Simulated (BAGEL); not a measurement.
# CH2FN (SMILES [H]/N=C/F): B3LYP/def2-TZVP (density fitting with qzvpp-jkfit)

Aim: the energy change on altering one bond length of CH2FN at B3LYP/def2-TZVP (density fitting with qzvpp-jkfit), from 2 runs. 

The calculation is run with BAGEL 1.2.2.

**1. The system as given**

CH2FN: 5 atoms, total charge 0, spin state singlet. As SMILES, `[H]/N=C/F`. Geometry: relaxed at PBE0-D4/def2-TZVP.

Bond lengths: N1–C2 1.242 Å, C2–F3 1.328 Å, N1–H4 1.016 Å, C2–H5 1.092 Å. Angles: N1–C2–F3 120.0°, N1–C2–H5 129.8°, F3–C2–H5 110.2°, C2–N1–H4 110.6°.

**2. The energy at B3LYP/def2-TZVP (density fitting with qzvpp-jkfit)**

The input, job.json:

```json
{ "bagel" : [

{
  "title" : "molecule",
  "basis" : "def2-tzvp.json",
  "df_basis" : "qzvpp-jkfit",
  "angstrom" : "true",
  "geometry" : [
    { "atom" : "N", "xyz" : [   -0.719900,   -0.454400,   -0.439800 ] },
    { "atom" : "C", "xyz" : [    0.296500,   -0.034500,    0.137300 ] },
    { "atom" : "F", "xyz" : [    1.242400,   -0.884800,    0.520800 ] },
    { "atom" : "H", "xyz" : [   -1.343900,    0.314100,   -0.667300 ] },
    { "atom" : "H", "xyz" : [    0.574800,    0.986000,    0.407600 ] }
  ]
},
{
  "title" : "ks",
  "xc_func" : "b3lyp"
},
{
  "title" : "print",
  "file" : "orbitals.molden",
  "orbitals" : "true"
}

]}
```

The basis set def2-TZVP is read from a file made from the Basis Set Exchange's data (not shown).

On the command line:

```console
$ BAGEL_NUM_THREADS=1 BAGEL job.json > job.out
```

Log:

```text
* using 1 threads per process

  ===============================================================
  ===============================================================

  *** Geometry ***

  { "atom" : "N", "xyz" : [     -1.360414,     -0.858692,     -0.831102 ] },
  { "atom" : "C", "xyz" : [      0.560304,     -0.065196,      0.259459 ] },
  { "atom" : "F", "xyz" : [      2.347796,     -1.672030,      0.984169 ] },
  { "atom" : "H", "xyz" : [     -2.539603,      0.593563,     -1.261014 ] },
  { "atom" : "H", "xyz" : [      1.086215,      1.863270,      0.770252 ] },

  Number of auxiliary basis functions:      265

  Since a DF basis is specified, we compute 2- and 3-index integrals:
    o Being stored without compression. Storage requirement is 0.023 GB

  Number of basis functions:      105
  Number of electrons      :       24

    * METHOD: MOLECULE                             0.10

  *** Kohn-Sham DFT ***

    * Removing 7553 points whose weight is below 1.00e-10
    * Grid points: 66977

  === Nuclear Repulsion ===
    68.5575689908

       - DIIS with orbital gradients will be used.

  === KS iteration (b3lyp / def2-tzvp.json) ===
      0       -167.26796789          0.18541311           0.20
      1       -157.86029218          0.14915401           0.20
      2       -158.21292861          0.27194288           0.20
      3       -182.21516254          0.15690428           0.20
      4       -190.26599774          0.09301152           0.20
      5       -190.39119085          0.09811750           0.20
      6       -192.86869838          0.05529696           0.20
      7       -193.77146646          0.02429203           0.20
      8       -193.94990975          0.00752346           0.20
      9       -193.96641520          0.00282562           0.20
     10       -193.96862927          0.00028767           0.20
     11       -193.96865348          0.00006586           0.21
     12       -193.96865384          0.00005973           0.21
     13       -193.96865486          0.00000561           0.21
     14       -193.96865487          0.00000065           0.21
     15       -193.96865487          0.00000019           0.21
     16       -193.96865487          0.00000008           0.21
     17       -193.96865487          0.00000002           0.21
     18       -193.96865487          0.00000001           0.21
     19       -193.96865487          0.00000001           0.21
    * SCF iteration converged.

    * Permanent dipole moment:
           (    0.114538,    -1.098981,    -0.076800) a.u.

    * METHOD: KS                                   4.43

    * METHOD: PRINT                                0.03

  ===============================================================
```

Wall time 4.8 s (1 thread of Arm Neoverse V1, shared host); peak memory 0.33 GiB.

**3. The distorted shape, same level**

The input, job.json:

```json
{ "bagel": [

{
  "title": "molecule",
  "basis": "def2-tzvp.json",
  "df_basis": "qzvpp-jkfit",
  "angstrom": true,
  "geometry": [
    { "atom": "N", "xyz": [   -1.939596,   -0.958287,   -1.132329 ] },
    { "atom": "C", "xyz": [    0.296500,   -0.034500,    0.137300 ] },
    { "atom": "F", "xyz": [    1.242400,   -0.884800,    0.520800 ] },
    { "atom": "H", "xyz": [   -2.563596,   -0.189787,   -1.359829 ] },
    { "atom": "H", "xyz": [    0.574800,    0.986000,    0.407600 ] }
  ]
},
{ "title": "ks", "xc_func": "b3lyp" },
{ "title": "print", "file": "orbitals.molden", "orbitals": true }

]}
```

The basis set def2-TZVP is read from a file made from the Basis Set Exchange's data (not shown).

On the command line:

```console
$ BAGEL_NUM_THREADS=1 BAGEL job.json > job.out
```

Log:

```text
* using 1 threads per process

  ===============================================================
  ===============================================================

  *** Geometry ***

  { "atom" : "N", "xyz" : [     -3.665305,     -1.810900,     -2.139792 ] },
  { "atom" : "C", "xyz" : [      0.560304,     -0.065196,      0.259459 ] },
  { "atom" : "F", "xyz" : [      2.347796,     -1.672030,      0.984169 ] },
  { "atom" : "H", "xyz" : [     -4.844494,     -0.358645,     -2.569704 ] },
  { "atom" : "H", "xyz" : [      1.086215,      1.863270,      0.770252 ] },

  Number of auxiliary basis functions:      265

  Since a DF basis is specified, we compute 2- and 3-index integrals:
    o Being stored without compression. Storage requirement is 0.023 GB

  Number of basis functions:      105
  Number of electrons      :       24

    * METHOD: MOLECULE                             0.10

  *** Kohn-Sham DFT ***

    * Removing 5868 points whose weight is below 1.00e-10
    * Grid points: 68662

  === Nuclear Repulsion ===
    51.1667725106

       - DIIS with orbital gradients will be used.

  === KS iteration (b3lyp / def2-tzvp.json) ===
      0       -161.92888725          0.16584866           0.21
      1       -131.98353555          0.12866054           0.22
      2       -153.78907082          0.21219026           0.21
      3       -168.84065877          0.12345419           0.22
      4       -185.02764210          0.08722299           0.21
      5       -191.51401489          0.04639269           0.22
      6       -191.80248360          0.04139164           0.21
      7       -183.41595146          0.10634580           0.22
      8       -192.12772649          0.04359273           0.22
      9       -192.62374163          0.03966438           0.22
     10       -193.53556171          0.01443939           0.22
     11       -193.37073756          0.02328305           0.23
     12       -193.59064958          0.01126985           0.22
     13       -193.65048229          0.00096652           0.22
     14       -193.65110216          0.00090468           0.22
     15       -193.65167230          0.00028521           0.22
     16       -193.65176189          0.00004766           0.22
     17       -193.65177118          0.00004549           0.23
     18       -193.65177380          0.00000804           0.22
     19       -193.65177384          0.00000752           0.23
     20       -193.65177386          0.00000235           0.23
     21       -193.65177386          0.00000049           0.23
     22       -193.65177386          0.00000019           0.23
     23       -193.65177386          0.00000015           0.23
     24       -193.65177386          0.00000003           0.23
     25       -193.65177386          0.00000001           0.24
    * SCF iteration converged.

    * Permanent dipole moment:
           (   -0.582533,    -1.103817,    -0.437604) a.u.

    * METHOD: KS                                   6.17

    * METHOD: PRINT                                0.03

  ===============================================================
```

Wall time 6.6 s (1 thread of Arm Neoverse V1, shared host); peak memory 0.34 GiB.

**4. What came out**

At B3LYP/def2-TZVP (density fitting with qzvpp-jkfit):

```
                                                         quantity          value
                                        first shape: total energy  -193.96865 Eh
                                       first shape: dipole moment         2.82 D
                                         first shape: HOMO energy       -8.56 eV
                                         first shape: LUMO energy       -0.47 eV
                                       first shape: HOMO–LUMO gap        8.10 eV
                                    distorted shape: total energy  -193.65177 Eh
                                   distorted shape: dipole moment         3.36 D
                                     distorted shape: HOMO energy       -6.18 eV
                                     distorted shape: LUMO energy       -3.96 eV
                                   distorted shape: HOMO–LUMO gap        2.22 eV
energy change with the N1–C2 bond stretched from 1.242 to 2.732 Å       8.623 eV
```

One bond (distorted shape) is far stretched, which a spin-restricted single reference describes badly; a broken-symmetry solution may lie lower. With the N1–C2 bond stretched from 1.242 to 2.732 Å the energy rises by 8.62 eV (199 kcal/mol). The first shape isn't relaxed at this level, so the change isn't measured from a minimum. A restricted reference can't describe the breaking bond well at this length.
